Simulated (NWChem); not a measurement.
# isobutane (C₄H₁₀); SMILES CC(C)C

Program: NWChem. The geometry was optimised at B3LYP/6-31G* (spherical d). Level: B3LYP/def2-SVP with SMD (1 M gas to 1 M solution), gas-phase geometry.

For solvent dimethyl sulfoxide:

```yaml
solvation free energy (kcal/mol): -0.2
cavity-dispersion-structure term (kcal/mol): 0.3
```

Q: Estimate the same quantities for solvent ethanol.

A: The solvation free energy (kcal/mol) comes out as -1.5 and the cavity-dispersion-structure term (kcal/mol) comes out as -1.0.
